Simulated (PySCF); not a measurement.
Continuum solvent and chemical shifts

Geometry:
| atom | x (Å) | y (Å) | z (Å) |
| --- | --- | --- | --- |
| C1 | -0.146 | 0.017 | 0.008 |
| P2 | 1.380 | 0.171 | -0.138 |
| H3 | -1.219 | -0.091 | 0.110 |

GIAO PBE0/pcSseg-1 in PySCF on one PBE0-D3(BJ)/def2-SVP conformer, non-relativistic, equivalent nuclei averaged. Solvents enter as an IEF-PCM continuum (chloroform with ε = 4.7) around the gas-phase geometry. Shifts are referred to TMS computed in the same medium.

Gas phase, δ in ppm: C1 168.8, H3 2.19. Dipole moment 0.47 D.

Q: How does each δ change in the continuum?

A: 
```json
{"atoms": "C1", "environment": "carbon bonded to P, H", "Δδ, chloroform": "+3.2"}
{"atoms": "H3", "environment": "hydrogen on a carbon bonded to P", "Δδ, chloroform": "+0.19"}
```

Changes are relative to the gas phase. The dipole moment becomes 0.52 D in chloroform.

Q: Which nuclei move most (in ppm), and what does the model miss?

A: C1 (carbon bonded to P, H, +3.2 ppm) in chloroform. A continuum only polarises the solute; specific hydrogen bonds, the anisotropy of aromatic solvents and changes of geometry or conformer are outside it.
